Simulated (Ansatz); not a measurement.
Geometry optimisation, RKS B3LYP-D4/def2-TZVP in Ansatz 0.2.0.

Input file:

```yaml
crystal:
  periodic: [false, false, false]
  atoms:
    - { symbol: Si, position_ang: [-0.738744, 0.704027, -1.237598] }
    - { symbol: F, position_ang: [0.895659, 0.872532, -1.179352] }
    - { symbol: H, position_ang: [-1.032487, 0.095307, -2.552487] }
    - { symbol: H, position_ang: [-1.293746, -0.140428, -0.182167] }
    - { symbol: H, position_ang: [-1.301622, 2.06716, -1.151932] }
    - { symbol: H, position_ang: [1.381382, -0.0778, 0.721256] }
    - { symbol: C, position_ang: [0.689802, -0.71236, 1.248901] }
    - { symbol: H, position_ang: [-0.118743, -0.12725, 1.679836] }
    - { symbol: H, position_ang: [1.230235, -1.203471, 2.061929] }
    - { symbol: H, position_ang: [0.288464, -1.477718, 0.591714] }
basis:
  gaussian: { orbitals: def2-TZVP }
hamiltonian:
  xc: b3lyp
  dispersion: d4
relax:
  f_tol: 0.03
  max_steps: 50
```

Launched with:

```bash
$ ansatz run input.yaml --threads 4 --pin off --max-ram 5120MiB --backend cpu --events-out ev --progress --plain --runs-dir out
```

Question: Where does it end, and by what steps?

Answer: The run converged. After 5 steps the energy has fallen by 0.267 eV; H10 moved furthest, 0.61 Å.

| step | energy less start (eV) | largest force component (eV/Å) | accepted |
| --- | --- | --- | --- |
| 0 | 0.0000 | 1.095 | yes |
| 1 | -0.1973 | 0.766 | yes |
| 2 | -0.2493 | 0.302 | yes |
| 3 | -0.2652 | 0.123 | yes |
| 4 | -0.2666 | 0.055 | yes |
| 5 | -0.2670 | 0.003 | yes |

```xyz
10
Properties=species:S:1:pos:R:3
Si -0.903 0.924 -1.596
F 0.688 1.001 -1.378
H -1.156 0.349 -2.933
H -1.476 0.064 -0.542
H -1.446 2.294 -1.505
H 1.334 -0.270 0.862
C 0.860 -0.925 1.590
H 0.050 -0.392 2.088
H 1.593 -1.242 2.331
H 0.457 -1.801 1.082
```

Whether the end is a true minimum wasn't checked by a vibrational analysis.

Time of the run: 14 s on 4 threads of Arm Neoverse N1 (shared host), peak memory 0.26 GiB.
